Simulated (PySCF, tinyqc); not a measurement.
CCSD on RHF in the sto-6g basis, for CH+, spin multiplicity 1, step by step. The lowest restricted solution is unstable here: a spin-polarised one lies 0.0085 hartree lower (PySCF). Computed by tinyqc, a small Python program that keeps every step (integrals from PySCF). Settings: charge = 1, multiplicity = 1, basis = sto-6g, method = RHF, energy threshold = 1e-10, iteration cap = 62, orthogonalisation = symmetric, start = atomic densities, DIIS depth = 6, amplitude equations = CCSD, DIIS depth for amplitudes = 4, cap on updates = 58. Command: `OMP_NUM_THREADS=1 python tinyqc.py 23821 23822 out.jsonl` (the two numbers bound the seeds that draw the settings). One thread of a shared host (Intel(R) Xeon(R) Processor @ 2.60GHz), about 0.3 s of CPU time with the checks. The early iterations of the SCF are left out here.

## One-electron integrals

Geometry (angstrom):
```
atom        x        y        z
C     0.00000  0.00000  0.00000
H     0.00000  0.00000  1.53400
```

Basis sto-6g: exponents (1/bohr^2) and contraction coefficients of normalised primitives:
```
element  l (shell)   exponent  coefficient
C            s (1)  742.73705      0.00916
C            s (1)  136.18002      0.04936
C            s (1)   38.09826      0.16854
C            s (1)   13.08778      0.37056
C            s (1)    5.08237      0.41649
C            s (1)    2.09320      0.13033
C            s (2)   30.49724     -0.01325
C            s (2)    6.03620     -0.04699
C            s (2)    1.87605     -0.03379
C            s (2)    0.72178      0.25024
C            s (2)    0.31347      0.59512
C            s (2)    0.14369      0.24071
C            p (3)   30.49724      0.00376
C            p (3)    6.03620      0.03768
C            p (3)    1.87605      0.17390
C            p (3)    0.72178      0.41804
C            p (3)    0.31347      0.42586
C            p (3)    0.14369      0.10171
H            s (1)   35.52322      0.00916
H            s (1)    6.51314      0.04936
H            s (1)    1.82214      0.16854
H            s (1)    0.62596      0.37056
H            s (1)    0.24308      0.41649
H            s (1)    0.10011      0.13033
```

Overlap, kinetic and nuclear-attraction integrals over the contracted functions; the nuclear repulsion is the sum of Za Zb / Rab.

nuclear repulsion = 2.0697935 hartree

overlap S:
```
          1C 1s    1C 2s   1C 2px   1C 2py   1C 2pz    2H 1s
1C 1s   1.00000  0.24323  0.00000  0.00000  0.00000  0.02335
1C 2s   0.24323  1.00000  0.00000  0.00000  0.00000  0.27316
1C 2px  0.00000  0.00000  1.00000  0.00000  0.00000  0.00000
1C 2py  0.00000  0.00000  0.00000  1.00000  0.00000  0.00000
1C 2pz  0.00000  0.00000  0.00000  0.00000  1.00000  0.29969
2H 1s   0.02335  0.27316  0.00000  0.00000  0.29969  1.00000
```

kinetic energy T (hartree):
```
           1C 1s     1C 2s   1C 2px   1C 2py   1C 2pz     2H 1s
1C 1s   16.06864  -0.49279  0.00000  0.00000  0.00000  -0.00733
1C 2s   -0.49279   0.49241  0.00000  0.00000  0.00000   0.01199
1C 2px   0.00000   0.00000  1.47923  0.00000  0.00000   0.00000
1C 2py   0.00000   0.00000  0.00000  1.47923  0.00000   0.00000
1C 2pz   0.00000   0.00000  0.00000  0.00000  1.47923   0.07473
2H 1s   -0.00733   0.01199  0.00000  0.00000  0.07473   0.76852
```

nuclear attraction V (hartree):
```
            1C 1s     1C 2s    1C 2px    1C 2py    1C 2pz     2H 1s
1C 1s   -34.35293  -3.70233   0.00000   0.00000  -0.00903  -0.39884
1C 2s    -3.70233  -5.50396   0.00000   0.00000  -0.09773  -1.13330
1C 2px    0.00000   0.00000  -5.48420   0.00000   0.00000   0.00000
1C 2py    0.00000   0.00000   0.00000  -5.48420   0.00000   0.00000
1C 2pz   -0.00903  -0.09773   0.00000   0.00000  -5.54279  -1.14957
2H 1s    -0.39884  -1.13330   0.00000   0.00000  -1.14957  -3.30218
```

core Hamiltonian H = T + V (hartree):
```
            1C 1s     1C 2s    1C 2px    1C 2py    1C 2pz     2H 1s
1C 1s   -18.28429  -4.19512   0.00000   0.00000  -0.00903  -0.40617
1C 2s    -4.19512  -5.01155   0.00000   0.00000  -0.09773  -1.12130
1C 2px    0.00000   0.00000  -4.00497   0.00000   0.00000   0.00000
1C 2py    0.00000   0.00000   0.00000  -4.00497   0.00000   0.00000
1C 2pz   -0.00903  -0.09773   0.00000   0.00000  -4.06355  -1.07484
2H 1s    -0.40617  -1.12130   0.00000   0.00000  -1.07484  -2.53366
```

## Two-electron integrals

Functions are numbered as in S; the eight-fold symmetry (ij|kl) = (ji|kl) = (kl|ij) leaves the list below.

Two-electron integrals (ij|kl) in chemists' order, unique and non-zero (hartree):
```
(11|11) 3.54374   (21|11) 0.52946   (21|21) 0.10032   (22|11) 0.85360
(22|21) 0.19993   (22|22) 0.62484   (31|31) 0.02127   (32|31) 0.03187
(32|32) 0.13811   (33|11) 0.85360   (33|21) 0.19993   (33|22) 0.62484
(33|33) 0.67322   (41|41) 0.02127   (42|41) 0.03187   (42|42) 0.13811
(43|43) 0.03628   (44|11) 0.85360   (44|21) 0.19993   (44|22) 0.62484
(44|33) 0.60066   (44|44) 0.67322   (51|51) 0.02127   (52|51) 0.03187
(52|52) 0.13811   (53|53) 0.03628   (54|54) 0.03628   (55|11) 0.85360
(55|21) 0.19993   (55|22) 0.62484   (55|33) 0.60066   (55|44) 0.60066
(55|55) 0.67322   (61|11) 0.05321   (61|21) 0.00972   (61|22) 0.01913
(61|33) 0.01906   (61|44) 0.01906   (61|51) 0.00064   (61|52) 0.00125
(61|55) 0.01927   (61|61) 0.00097   (62|11) 0.15832   (62|21) 0.03780
(62|22) 0.13419   (62|33) 0.13079   (62|44) 0.13079   (62|51) 0.00381
(62|52) 0.02771   (62|55) 0.14099   (62|61) 0.00380   (62|62) 0.04233
(63|31) 0.00359   (63|32) 0.01958   (63|53) 0.00510   (63|63) 0.00446
(64|41) 0.00359   (64|42) 0.01958   (64|54) 0.00510   (64|64) 0.00446
(65|11) 0.15044   (65|21) 0.03635   (65|22) 0.13616   (65|33) 0.12974
(65|44) 0.12974   (65|51) 0.00663   (65|52) 0.04465   (65|55) 0.14901
(65|61) 0.00379   (65|62) 0.05068   (65|65) 0.06398   (66|11) 0.34367
(66|21) 0.08351   (66|22) 0.33745   (66|33) 0.32217   (66|44) 0.32217
(66|51) 0.00873   (66|52) 0.08842   (66|55) 0.36801   (66|61) 0.00846
(66|62) 0.14744   (66|65) 0.19304   (66|66) 0.77500
```

## Orthogonalisation

S = U s U^T; symmetric (Loewdin) form X = U s^(-1/2) U^T, so that X^T S X = 1.

eigenvalues of S: 0.56542  0.82630  1.00000  1.00000  1.15543  1.45285

X:
```
           1C 1s     1C 2s   1C 2px   1C 2py    1C 2pz     2H 1s
1C 1s    1.02376  -0.13047  0.00000  0.00000  -0.00440   0.01613
1C 2s   -0.13047   1.05690  0.00000  0.00000   0.03598  -0.15646
1C 2px   0.00000   0.00000  1.00000  0.00000   0.00000   0.00000
1C 2py   0.00000   0.00000  0.00000  1.00000   0.00000   0.00000
1C 2pz  -0.00440   0.03598  0.00000  0.00000   1.03841  -0.16774
2H 1s    0.01613  -0.15646  0.00000  0.00000  -0.16774   1.07086
```

## Starting guess

The start is atomic minimal-basis densities projected into this basis (PySCF's MINAO start) and scaled to the electron count of each spin; this density is not idempotent, so its energy is not variational and may lie below the converged one.

D at the start:
```
           1C 1s     1C 2s   1C 2px   1C 2py    1C 2pz     2H 1s
1C 1s    1.83414  -0.44031  0.00000  0.00000   0.00532  -0.01525
1C 2s   -0.44031   1.81392  0.00000  0.00000  -0.02154   0.07172
1C 2px   0.00000   0.00000  0.56434  0.00000   0.00000   0.00000
1C 2py   0.00000   0.00000  0.00000  0.56434   0.00000   0.00000
1C 2pz   0.00532  -0.02154  0.00000  0.00000   0.53884   0.05254
2H 1s   -0.01525   0.07172  0.00000  0.00000   0.05254   0.82866
```

## Iteration 7 (converged): orbitals

converged F (hartree):
```
            1C 1s     1C 2s    1C 2px    1C 2py    1C 2pz     2H 1s
1C 1s   -11.78929  -2.98817   0.00000   0.00000  -0.01377  -0.29204
1C 2s    -2.98817  -1.79961   0.00000   0.00000  -0.03910  -0.48248
1C 2px    0.00000   0.00000  -0.25126   0.00000   0.00000   0.00000
1C 2py    0.00000   0.00000   0.00000  -0.25126   0.00000   0.00000
1C 2pz   -0.01377  -0.03910   0.00000   0.00000  -0.65825  -0.46978
2H 1s    -0.29204  -0.48248   0.00000   0.00000  -0.46978  -0.56581
```

Diagonalise F' = X^T F X, C = X C', fill 3 alpha and 3 beta electrons from the bottom; D = 2 C_occ C_occ^T. Each column has its largest component positive (the first on a tie).

F' = X^T F X (hartree):
```
           1         2         3         4         5         6
1  -11.59631  -1.43119   0.00000   0.00000  -0.02397  -0.00343
2   -1.43119  -1.25144   0.00000   0.00000   0.03299  -0.23070
3    0.00000   0.00000  -0.25126   0.00000   0.00000   0.00000
4    0.00000   0.00000   0.00000  -0.25126   0.00000   0.00000
5   -0.02397   0.03299   0.00000   0.00000  -0.56106  -0.33488
6   -0.00343  -0.23070   0.00000   0.00000  -0.33488  -0.38102
```

orbital energies (hartree): MO1 -11.79080, MO2 -1.13600, MO3 -0.78170, MO4 -0.25126, MO5 -0.25126, MO6 -0.08133

coefficients C:
```
             MO1       MO2       MO3       MO4      MO5       MO6
1C 1s    0.99692  -0.24436   0.08399   0.00000  0.00000   0.06918
1C 2s    0.01259   0.93992  -0.37798   0.00000  0.00000  -0.36518
1C 2px   0.00000   0.00000   0.00000   0.98531  0.17079   0.00000
1C 2py   0.00000   0.00000   0.00000  -0.17079  0.98531   0.00000
1C 2pz   0.00185   0.12350   0.74503   0.00000  0.00000  -0.73309
2H 1s   -0.00209   0.19804   0.44840   0.00000  0.00000   0.97946
```

D after iteration 7:
```
           1C 1s     1C 2s   1C 2px   1C 2py    1C 2pz     2H 1s
1C 1s    2.12122  -0.49776  0.00000  0.00000   0.06849  -0.02563
1C 2s   -0.49776   2.05297  0.00000  0.00000  -0.33101   0.03326
1C 2px   0.00000   0.00000  0.00000  0.00000   0.00000   0.00000
1C 2py   0.00000   0.00000  0.00000  0.00000   0.00000   0.00000
1C 2pz   0.06849  -0.33101  0.00000  0.00000   1.14064   0.71704
2H 1s   -0.02563   0.03326  0.00000  0.00000   0.71704   0.48056
```

Within a degenerate level the vectors are fixed only up to a rotation; this is one choice.

## Convergence

Stop when the energy changes by less than 1e-10 hartree and every element of the error matrix X^T (F D S - S D F) X is below 3e-06.

Course of the cycle:
```
iteration  E (hartree)     change  largest element of the error matrix
1          -34.0347593          -                             2.69e-01
2          -37.7787665  -3.74e+00                             2.78e-02
3          -37.7794584  -6.92e-04                             6.72e-03
4          -37.7795112  -5.28e-05                             1.17e-03
5          -37.7795130  -1.75e-06                             7.73e-06
6          -37.7795130  -1.34e-10                             2.61e-07
7          -37.7795130  -5.68e-14                             1.59e-09
```

PySCF RHF in the same basis = -37.7795130 hartree

Converged in 7 iterations.

## Populations, bond orders and dipole

Mulliken: Z minus the diagonal of D S on the atom; Loewdin: the same with S^(1/2) D S^(1/2); Mayer order: 2 sum_s sum (D(s) S)_ij (D(s) S)_ji over the two atoms.

Charges (e):
```
atom  Mulliken  Loewdin
1C     0.70393  0.73616
2H     0.29607  0.26384
```

Mayer bond orders:
```
pair    order
2-1   0.91234
```

dipole moment about the origin, x y z (debye): 0.00000  0.00000  2.87103

## Integrals over molecular orbitals

(pq|rs) = sum C_ip C_jq C_kr C_ls (ij|kl), one index at a time.

one-electron integrals over orbitals h = C^T H C (hartree):
```
           1         2         3         4         5         6
1  -18.27610   0.39442  -0.12956   0.00000   0.00000  -0.11084
2    0.39442  -4.20640   0.20687   0.00000   0.00000   0.49512
3   -0.12956   0.20687  -3.65830   0.00000   0.00000   0.66832
4    0.00000   0.00000   0.00000  -4.00497   0.00000   0.00000
5    0.00000   0.00000   0.00000   0.00000  -4.00497   0.00000
6   -0.11084   0.49512   0.66832   0.00000   0.00000  -2.91912
```

Two-electron integrals over orbitals (pq|rs), unique and non-zero (hartree):
```
(11|11) 3.52654    (21|11) -0.34661   (21|21) 0.05543    (22|11) 0.80981
(22|21) -0.01434   (22|22) 0.57802    (31|11) 0.11885    (31|21) -0.01683
(31|22) 0.01186    (31|31) 0.01919    (32|11) -0.09559   (32|21) 0.00739
(32|22) 0.00346    (32|31) 0.01520    (32|32) 0.11014    (33|11) 0.70688
(33|21) -0.00914   (33|22) 0.51916    (33|31) -0.00562   (33|32) -0.03598
(33|33) 0.55384    (41|41) 0.02195    (42|41) 0.02694    (42|42) 0.11656
(43|41) -0.00908   (43|42) -0.03282   (43|43) 0.03594    (44|11) 0.85338
(44|21) -0.00997   (44|22) 0.58614    (44|31) 0.00317    (44|32) -0.05150
(44|33) 0.52456    (44|44) 0.67322    (51|51) 0.02195    (52|51) 0.02694
(52|52) 0.11656    (53|51) -0.00908   (53|52) -0.03282   (53|53) 0.03594
(54|54) 0.03628    (55|11) 0.85338    (55|21) -0.00997   (55|22) 0.58614
(55|31) 0.00317    (55|32) -0.05150   (55|33) 0.52456    (55|44) 0.60066
(55|55) 0.67322    (61|11) 0.10037    (61|21) -0.01812   (61|22) -0.00152
(61|31) -0.00613   (61|32) -0.01625   (61|33) 0.00963    (61|44) 0.00266
(61|55) 0.00266    (61|61) 0.01554    (62|11) -0.16311   (62|21) 0.00324
(62|22) -0.08269   (62|31) -0.01359   (62|32) -0.01493   (62|33) -0.01351
(62|44) -0.08645   (62|55) -0.08645   (62|61) 0.00910    (62|62) 0.07367
(63|11) -0.22503   (63|21) 0.00434    (63|22) -0.08538   (63|31) 0.00250
(63|32) 0.07731    (63|33) -0.06857   (63|44) -0.12237   (63|55) -0.12237
(63|61) -0.00449   (63|62) 0.06098    (63|63) 0.14660    (64|41) -0.00702
(64|42) -0.02959   (64|43) -0.00848   (64|64) 0.01984    (65|51) -0.00702
(65|52) -0.02959   (65|53) -0.00848   (65|65) 0.01984    (66|11) 0.57029
(66|21) -0.00454   (66|22) 0.47878    (66|31) 0.01108    (66|32) 0.08425
(66|33) 0.48773    (66|44) 0.43190    (66|55) 0.43190    (66|61) -0.00658
(66|62) 0.00544    (66|63) 0.07550    (66|66) 0.61509
```

## CCSD: starting amplitudes

t_ij^ab = <ij||ab> / (e_i + e_j - e_a - e_b), whose energy is MP2.

Starting amplitudes (spin orbitals 1a, 1b, ...; amplitudes related by a flip of all spins are not repeated):
```
from      to         t
3a 3b  6a 6b  -0.10466
2a 2b  4a 4b  -0.06587
2a 2b  5a 5b  -0.06587
2a 2b  6a 6b  -0.03493
2a 3b  6a 6b  -0.03475
3a 3b  4a 4b  -0.03388
3a 3b  5a 5b  -0.03388
2a 3b  4a 4b   0.02319
2a 3b  5a 5b   0.02319
1a 2b  4a 4b  -0.00217
1a 2b  5a 5b  -0.00217
1a 1b  4a 4b  -0.00095
1a 1b  5a 5b  -0.00095
1a 3b  4a 4b   0.00075
1a 3b  5a 5b   0.00075
1a 2b  6a 6b  -0.00071
1a 1b  6a 6b  -0.00066
1a 3b  6a 6b   0.00036
```

correlation energy = -0.0433201 hartree

## CCSD: amplitude update 1

t_i^a D_i^a and t_ij^ab D_ij^ab are set to the remaining terms of the spin-orbital equations, evaluated with the old amplitudes; for the doubles these are <ij||ab> + 1/2 <ab||ef> t_ij^ef + 1/2 <mn||ij> t_mn^ab + P(ij)P(ab) <mb||ej> t_im^ae + terms in t^2 + terms with t1, D the orbital-energy denominators.

Amplitudes after update 1 (spin orbitals 1a, 1b, ...; amplitudes related by a flip of all spins are not repeated):
```
from      to          t
3a 3b  6a 6b   -0.14295
2a 2b  4a 4b   -0.09514
2a 2b  5a 5b   -0.09514
2a 3b  6a 6b   -0.05470
3a 3b  4a 4b   -0.05051
3a 3b  5a 5b   -0.05051
2a 2b  6a 6b   -0.04076
2a 3b  4a 4b    0.03948
2a 3b  5a 5b    0.03948
3a        6a    0.02058
2a        6a   -0.00231
1a 2b  4a 4b   -0.00218
1a 2b  5a 5b   -0.00218
1a 1b  4a 4b   -0.00076
1a 1b  5a 5b   -0.00076
1a 3b  4a 4b    0.00071
1a 3b  5a 5b    0.00071
1a 2b  6a 6b   -0.00063
1a 1b  6a 6b   -0.00051
1a 3b  6a 6b    0.00019
1a        6a  -1.98e-05
```

correlation energy = -0.0618821 hartree

## CCSD: amplitude update 2

As before.

Amplitudes after update 2 (spin orbitals 1a, 1b, ...; amplitudes related by a flip of all spins are not repeated):
```
from      to         t
3a 3b  6a 6b  -0.16310
2a 2b  4a 4b  -0.10841
2a 2b  5a 5b  -0.10841
2a 3b  6a 6b  -0.06223
3a 3b  4a 4b  -0.05905
3a 3b  5a 5b  -0.05905
2a 3b  4a 4b   0.04978
2a 3b  5a 5b   0.04978
2a 2b  6a 6b  -0.04175
3a        6a   0.03251
2a        6a  -0.00381
1a 2b  4a 4b  -0.00209
1a 2b  5a 5b  -0.00209
1a 1b  4a 4b  -0.00066
1a 1b  5a 5b  -0.00066
1a 2b  6a 6b  -0.00064
1a 3b  4a 4b   0.00063
1a 3b  5a 5b   0.00063
1a 1b  6a 6b  -0.00051
1a 3b  6a 6b   0.00015
1a        6a  3.05e-05
```

correlation energy = -0.0707852 hartree

## CCSD: amplitude update 3

t_i^a D_i^a and t_ij^ab D_ij^ab are set to the remaining terms of the spin-orbital equations, evaluated with the old amplitudes; for the doubles these are <ij||ab> + 1/2 <ab||ef> t_ij^ef + 1/2 <mn||ij> t_mn^ab + P(ij)P(ab) <mb||ej> t_im^ae + terms in t^2 + terms with t1, D the orbital-energy denominators. DIIS then mixes the stored amplitudes.

DIIS coefficients: -1.03726  2.03726

Amplitudes after update 3 (spin orbitals 1a, 1b, ...; amplitudes related by a flip of all spins are not repeated):
```
from      to         t
3a 3b  6a 6b  -0.18423
2a 2b  4a 4b  -0.12096
2a 2b  5a 5b  -0.12096
3a 3b  4a 4b  -0.06836
3a 3b  5a 5b  -0.06836
2a 3b  6a 6b  -0.06833
2a 3b  4a 4b   0.06197
2a 3b  5a 5b   0.06197
3a        6a   0.04585
2a 2b  6a 6b  -0.04132
2a        6a  -0.00645
1a 2b  4a 4b  -0.00199
1a 2b  5a 5b  -0.00199
1a 2b  6a 6b  -0.00066
1a 1b  5a 5b  -0.00055
1a 1b  4a 4b  -0.00055
1a 3b  4a 4b   0.00053
1a 3b  5a 5b   0.00053
1a 1b  6a 6b  -0.00050
1a 3b  6a 6b   0.00011
1a        6a   0.00009
```

correlation energy = -0.0796364 hartree

## CCSD: convergence

E_corr = 1/4 sum <ij||ab> t_ij^ab + 1/2 sum <ij||ab> t_i^a t_j^b; stop when the norm of the change is below 1e-8.

Course of the amplitude iterations:
```
update  correlation energy (hartree)  norm of the change
0                         -0.0433201                   -
1                         -0.0618821            1.53e-01
2                         -0.0707852            7.78e-02
3                         -0.0796364            4.04e-02
4                         -0.0795069            3.59e-03
5                         -0.0795722            7.82e-04
6                         -0.0795591            3.77e-04
7                         -0.0795575            1.76e-04
8                         -0.0795534            4.01e-05
9                         -0.0795519            1.27e-05
10                        -0.0795522            4.09e-06
11                        -0.0795522            5.78e-07
12                        -0.0795522            7.44e-08
13                        -0.0795522            2.50e-08
14                        -0.0795522            1.11e-08
15                        -0.0795522            4.56e-09
```

Converged amplitudes (spin orbitals 1a, 1b, ...; amplitudes related by a flip of all spins are not repeated):
```
from      to         t
3a 3b  6a 6b  -0.18449
2a 2b  4a 4b  -0.12026
2a 2b  5a 5b  -0.12026
3a 3b  4a 4b  -0.06984
3a 3b  5a 5b  -0.06984
2a 3b  6a 6b  -0.06728
2a 3b  4a 4b   0.06296
2a 3b  5a 5b   0.06296
3a        6a   0.04636
2a 2b  6a 6b  -0.04042
2a        6a  -0.00743
1a 2b  5a 5b  -0.00199
1a 2b  4a 4b  -0.00199
1a 2b  6a 6b  -0.00067
1a 1b  5a 5b  -0.00055
1a 1b  4a 4b  -0.00055
1a 3b  5a 5b   0.00051
1a 3b  4a 4b   0.00051
1a 1b  6a 6b  -0.00051
1a 3b  6a 6b   0.00011
1a        6a   0.00010
```

CCSD total energy = -37.8590652 hartree

T1 diagnostic, norm of the one-spin t1 over sqrt(correlated electrons) = 0.01917

Converged in 15 updates, with DIIS from the third.
